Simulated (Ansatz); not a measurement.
**C2HClF2: how energies converge with the basis set**

An exercise on one series of results from a longer session: the logs are not shown, and one member is left open.

Computed with Ansatz 0.2.0, Gaussian basis. Level: one geometry, several basis sets.

The runs, in order: PBE0-D4/def2-SVP; ωB97M-V/def2-SVP; PBE0-D4/def2-QZVPP; ωB97M-V/def2-QZVPP; the functionals' def2-TZVPP values are taken from earlier runs.

### The relaxed structure

All runs share one geometry, relaxed beforehand with PBE0-D4 in a triple-zeta def2 set.

SMILES `FC(F)=CCl`, 6 atoms, charge 0, spin multiplicity 1.

Atoms are counted from 1 here; the program's logs count them from 0.

Bond lengths: F1–C2 1.312 Å, C2–F3 1.305 Å, C2–C4 1.321 Å, C4–Cl5 1.706 Å, C4–H6 1.079 Å. Angles: F1–C2–F3 111.1°, F1–C2–C4 123.1°, F3–C2–C4 125.8°, C2–C4–Cl5 122.3°, C2–C4–H6 120.1°, Cl5–C4–H6 117.5°.

The first run:

Contents of in.yaml:

```yaml
crystal:
  periodic: [false, false, false]
  atoms:
    - {symbol: F, position_ang: [0.908933, -0.820611, 1.334226]}
    - {symbol: C, position_ang: [0.275016, -0.572761, 0.212778]}
    - {symbol: F, position_ang: [0.199857, -1.643189, -0.530306]}
    - {symbol: C, position_ang: [-0.211603, 0.615963, -0.094202]}
    - {symbol: Cl, position_ang: [-1.032940, 0.915071, -1.559451]}
    - {symbol: H, position_ang: [-0.097263, 1.441529, 0.590856]}
basis:
  gaussian: {orbitals: def2-SVP}
hamiltonian: {xc: pbe0, dispersion: d4}
output: {orbitals: {seedname: orbitals}}
```

On the command line:

```console
$ ansatz run in.yaml --threads 2 --pin off --events-out ev --progress --plain --max-ram 4352MiB
```

Steps of the session up to this table: PBE0-D4 in def2-SVP; ωB97M-V in def2-SVP; PBE0-D4 in def2-QZVPP; ωB97M-V in def2-QZVPP.

One of the session's tables, all rows but one given; the rest of the session is left out.

It belongs to the step «Functionals by basis». 

| functional | basis | HOMO (eV) | LUMO (eV) |
| --- | --- | --- | --- |
| PBE0-D4 | def2-SVP | ? | ? |
| PBE0-D4 | def2-TZVPP | -7.42 | 0.18 |
| PBE0-D4 | def2-QZVPP | -7.47 | 0.09 |
| ωB97M-V | def2-SVP | -9.46 | 2.71 |
| ωB97M-V | def2-TZVPP | -9.62 | 2.42 |
| ωB97M-V | def2-QZVPP | -9.67 | 2.10 |

Q: Estimate the row for PBE0-D4, def2-SVP from the others.

**Answer.** HOMO (eV): -7.30; LUMO (eV): 0.38. In the column «HOMO (eV)» it is the highest.
